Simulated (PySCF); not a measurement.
Dissociation curve of SMILES C#N (CHN). The C1–H3 bond (C1 also carries N; H3 carries nothing else) is stretched with both fragments frozen at the PBE0/def2-TZVP optimised geometry.

Calculation: CCSD(T) on UHF/cc-pVDZ, 2 core orbitals frozen run with PySCF 2.14.0.

### Question
Relative to R = 1.07 Å, what are the energies at R = 0.86, 1.23, 3.21, 3.71 Å?

### Answer
145.8 kJ/mol at 0.86 Å, 31.7 kJ/mol at 1.23 Å, 530.6 kJ/mol at 3.21 Å, 531.8 kJ/mol at 3.71 Å.

The unrestricted determinant behind UCCSD(T) is spin-contaminated at 1.76 to 3.71 Å (<S²> up to 1.3, against 0.00 for a pure singlet).
